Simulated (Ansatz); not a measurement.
Rutile PbO₂

These are r²SCAN (PAW; Ansatz, a program for electronic structure) values and carry that method's errors.

Run with plane-wave cutoff 500 eV, 10×8×1 k mesh (along the axes of the cell as run), Fermi–Dirac smearing 0.05 eV, scalar-relativistic PAW data made under PBE.

Cell: relaxed at this level.

- surface energy of the (101) face: 1.11 J/m²

The slab of 36 atoms is relaxed and unreconstructed.

Spin–orbit coupling is not included; it can shift volumes and moduli of such heavy elements.

Computed values are for the static lattice.
